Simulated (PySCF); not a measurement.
## Orbital picture of MgO⁻

PBE0 at R = 1.814 Å; Mg def2-SVPD, O def2-SVPD; no relativity (PySCF 2.14). State: ²Σ⁺ (doublet), unpaired electrons σ ↑. Only the outer orbitals are listed, counted within each symmetry.

```csv
spin,orbital,occ.,ε (eV),on Mg (%),main shells (%)
α,1π,1,-45.42,100,100 Mg p
α,1π,1,-45.42,100,100 Mg p
α,4σ,1,-45.36,100,100 Mg p
α,5σ,1,-16.62,1,99 O s
α,6σ,1,-2.40,15,"83 O p, 15 Mg s"
α,2π,1,-0.83,7,93 O p
α,2π,1,-0.83,7,93 O p
α,7σ,1,-0.22,98,"76 Mg s, 22 Mg p"
α,3π,0,3.20,104,102 Mg p
α,3π,0,3.20,104,102 Mg p
α,8σ,0,3.57,58,"79 Mg p, 40 O s"
β,1π,1,-45.41,100,100 Mg p
β,1π,1,-45.41,100,100 Mg p
β,4σ,1,-45.26,100,100 Mg p
β,5σ,1,-15.74,2,98 O s
β,6σ,1,-0.74,42,"58 O p, 42 Mg s"
β,2π,1,-0.52,8,91 O p
β,2π,1,-0.52,8,91 O p
β,7σ,0,2.21,93,"86 Mg s, 23 O p"
β,3π,0,3.53,104,104 Mg p
β,3π,0,3.53,104,104 Mg p
```

Problem. Which are the highest filled and the lowest empty level, where do they sit, and how wide is the gap?

Solution. Highest filled α 7σ at -0.22 eV (in %: 76 Mg s, 22 Mg p); lowest empty β 7σ at 2.21 eV (in %: 86 Mg s, 23 O p); the gap at PBE0 is 2.43 eV. An empty level above zero is unbound, and its energy depends on the basis.

| Item | Value |
| --- | --- |
| bond order (Mayer) | 0.93 |
| ⟨S²⟩ | 0.767 |
| charge on Mg (Mulliken, basis-dependent) | 0.12 |
| charge on Mg (Löwdin, basis-dependent) | 0.05 |
| dipole moment (positive dipole points towards O; it is taken about the centre of mass and depends on that origin) | -2.04 D |
| polarisability along the bond | 163.5 bohr³ |
| polarisability across the bond | 128.4 bohr³ |

Shares are Mulliken populations and can fall outside 0 to 100 %.

The state was picked by a PBE0 search and need not be the measured ground state.
